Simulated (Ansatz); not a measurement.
in.yaml

```yaml
crystal:
  periodic: [false, false, false]
  atoms:
    - {symbol: P, position_ang: [0.000000, 0.000000, 0.000000]}
    - {symbol: H, position_ang: [0.000000, 0.000000, 1.304000]}
basis:
  gaussian: {orbitals: "6-31G*"}
total_charge: 1
magnetization: {spin_polarized: true, initial_magnetization: 1}
correlation: {method: ccsd_t, electrons: outside_noble_gas}
scf: {lower_state_search: off}
output: {forces: true}
```

```sh
$ ansatz run in.yaml --threads 1 --pin off --events-out ev --progress --plain --max-ram 2393MiB
```

Output:

```
these checks for a lower state are left out or cut short: starts, cluster_reference, orbital_swaps, neighbouring_geometries, increment
197 factors; integrals over basis functions are off by at most 8.2e-4 eV
mean field evaluation 1: about -9276.1964 eV, gradient 5.4e0 eV
mean field evaluation 2: about -9276.1994 eV, gradient 5.4e0 eV
mean field evaluation 4: about -9276.4550 eV, gradient 3.4e-1 eV
mean field evaluation 8: about -9276.4566 eV, gradient 7.6e-7 eV
mean field -9276.45658265 eV, -340.9034916042 hartree, gradient 2.7e-6 eV, S^2 0.760719; 0 other end points of the search recorded, 0 dependent functions left out
5 core orbitals not correlated: weight in the atoms' cores, before any rotation towards them, 1.000 or more for the frozen orbitals, at most 0.000 for the correlated occupied ones
reference -9276.45658265 eV, -340.9034916042 hartree; 3, 2 occupied and 13, 14 virtual orbitals, 197 factors
second order -1.65226357 eV of doubles, -0.00000000 eV of singles
cycle   1  -2.06099448 eV  change   -4.1e-1 eV  update   5.3e-2
cycle   2  -2.26520394 eV  change   -2.0e-1 eV  update   2.4e-2
cycle   3  -2.27498424 eV  change   -9.8e-3 eV  update   6.0e-3
cycle   4  -2.27754102 eV  change   -2.6e-3 eV  update   1.5e-3
cycle   5  -2.27628755 eV  change    1.3e-3 eV  update   4.6e-4
cycle   6  -2.27666997 eV  change   -3.8e-4 eV  update   1.4e-4
cycle   7  -2.27664403 eV  change    2.6e-5 eV  update   3.2e-5
cycle   8  -2.27662332 eV  change    2.1e-5 eV  update   9.5e-6
cycle   9  -2.27663417 eV  change   -1.1e-5 eV  update   3.0e-6
cycle  10  -2.27663098 eV  change    3.2e-6 eV  update   8.4e-7
cycle  11  -2.27663107 eV  change   -8.5e-8 eV  update   2.3e-7
cycle  12  -2.27663116 eV  change   -9.3e-8 eV  update   8.1e-8
cycle  13  -2.27663120 eV  change   -4.2e-8 eV  update   3.3e-8
perturbative correction -0.03713144 eV, -0.0013645554 hartree
the calculation of the forces begins
Total energy: -9278.77034530 eV, -340.9885208132 hartree
Atom 0 at     0.000000     0.000000     0.000000 Å, force    -0.000000    -0.000000    -3.790672 eV/Å
Atom 1 at     0.000000     0.000000     1.304000 Å, force    -0.000000     0.000000     3.790672 eV/Å
Dipole moment:     0.000000     0.000000     0.161155 e Å
Checks for a lower state left out: starts, cluster_reference, orbital_swaps, neighbouring_geometries, increment
```

Forces (eV/Å):
```
P    0.000  0.000 -3.791
H    0.000  0.000  3.791
```

Ran on 1 thread of Arm Neoverse V1, shared host: 0.33 s wall, 0.07 GiB peak host memory.
